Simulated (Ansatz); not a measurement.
**Relaxing CoRu₃**

Level of theory: Ansatz 0.2.0, DFT PBE, scalar-relativistic, plane waves, PAW. Cutoff 420 eV, Γ-centred k mesh, Gaussian smearing, no spin polarisation in the final step.

The start puts CoRu₃ on the Cu3Au (L1_2) structure type (Pm-3m, No. 221), with Co in place of Au, Ru in place of Cu, at a guessed volume.

```xyz
4
Lattice="3.6298 0.0000 0.0000 0.0000 3.6298 0.0000 0.0000 0.0000 3.6298" Properties=species:S:1:pos:R:3 pbc="T T T"
Co    0.0000    0.0000    0.0000
Ru    0.0000    1.8149    1.8149
Ru    1.8149    0.0000    1.8149
Ru    1.8149    1.8149    0.0000
```

Steps on the 6×6×6 mesh (4 atoms). 5 of 5 steps are shown, and the free energy counts from the last. Trial steps that were taken back and renewals of the plane-wave basis can be among the rows.

| step | ΔF (meV/atom) | V (Å³/atom) | P (GPa) |
| --- | --- | --- | --- |
| 1 | 92.1 | 11.96 | 30.30 |
| 2 | 9.3 | 13.36 | -7.36 |
| 3 | 1.0 | 13.06 | -1.11 |
| 4 | 0.8 | 13.01 | 0.05 |
| 5 | 0.0 | 13.01 | 0.14 |

A final relaxation ran on a 12×12×12 mesh. The relaxed crystal, Pm-3m (No. 221):

```
Co Ru
1.0
     3.73316    0.00000    0.00000
     0.00000    3.73316    0.00000
     0.00000    0.00000    3.73316
Co Ru
1 3
Direct
  0.00000 0.00000 0.00000
  0.00000 0.50000 0.50000
  0.50000 0.00000 0.50000
  0.50000 0.50000 0.00000
```

```json
{
  "Volume per atom": "13.01 Å³",
  "Density": "11.56 g/cm³",
  "Energy over the elements": "0.15 eV/atom",
  "Gap on the 12×12×12 mesh": "0 eV (a metal)"
}
```

The zero of energy is the elements' standard structures at the same level; no fitted shifts are applied.

The final run used a 12×12×12 mesh on its 4-atom cell and 0.10 eV smearing. The k mesh leaves about 4 meV/atom of noise in metals.

A structure relaxed within its symmetry needn't be a true minimum.

Cost: 3 runs of about 0.34 core-minutes in all, on Intel Xeon 6975P-C (Granite Rapids) (shared hosts).